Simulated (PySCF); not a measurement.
# Working out the ionisation energy of Ar

Ar [Ar] (1S) → Ar+ [Ne] 3s2 3p5 (2P). All numbers are calculated (PySCF 2.14, the non-relativistic Hamiltonian (point nucleus), in aug-cc-pV(T+d)Z with one added diffuse shell each of s, p, d, f type (7s6p5d3f, 71 functions)). Frozen: [Ne]. Energies in hartree (1 hartree = 27.21139 eV):

| part | Ar (lower) | Ar+ (upper) |
| --- | --- | --- |
| UHF | -526.813369 | -526.278294 |
| MP2 opposite-spin | -0.159334 | -0.130252 |
| MP2 same-spin | -0.053156 | -0.038721 |

**Question.** What does Hartree-Fock give?

**Answer.** (-526.278294) − (-526.813369) = 0.535075 hartree = 14.560 eV.

**Question.** What do MP2 and SCS-MP2 (6/5 opposite-spin, 1/3 same-spin) give?

**Answer.** The opposite-spin parts differ by 0.791 eV and the same-spin parts by 0.393 eV. MP2: 14.560 + (0.791) + (0.393) = 15.744 eV. SCS-MP2: 14.560 + 1.2 × (0.791) + (0.393)/3 = 15.640 eV.

Measured between the centres of the two terms (NIST): 15.819 eV, so MP2 (valence) is off by -0.075 eV.

What remains against the reference includes basis incompleteness, the frozen core and correlation beyond second order.
